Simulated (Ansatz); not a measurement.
Mulliken charges of BH3SSi, SMILES `B1[SiH2]S1` from PBE/def2-TZVPP in Ansatz (PBE0-D4/def2-TZVP geometry).

```json
{"atom": "B1", "x (Å)": "-0.761", "y (Å)": "-0.831", "z (Å)": "-0.319", "charge (e)": "0.053"}
{"atom": "Si2", "x (Å)": "0.320", "y (Å)": "0.707", "z (Å)": "0.127", "charge (e)": "0.091"}
{"atom": "S3", "x (Å)": "0.801", "y (Å)": "-1.403", "z (Å)": "0.269", "charge (e)": "-0.125"}
{"atom": "H4", "x (Å)": "-1.734", "y (Å)": "-1.386", "z (Å)": "-0.703", "charge (e)": "0.054"}
{"atom": "H5", "x (Å)": "1.147", "y (Å)": "1.447", "z (Å)": "-0.855", "charge (e)": "-0.037"}
{"atom": "H6", "x (Å)": "0.269", "y (Å)": "1.402", "z (Å)": "1.434", "charge (e)": "-0.037"}
```

Task: By hand: the dipole of these point charges (1 e Å = 4.8032 D).

Result: Σ q r = (-0.257, 0.015, -0.098) e Å, of length 0.275 e Å = 1.32 D.

Task: How does the dipole of the full density compare? (Best estimate.)

Result: Computed: (-0.003, 0.146, 0.002) e Å, 0.70 D; the point charges give 1.89 times that, at 86° from its direction.

Point charges leave out the atoms' own dipoles, such as those of lone pairs, and Mulliken's split depends on the basis, so the two needn't agree.
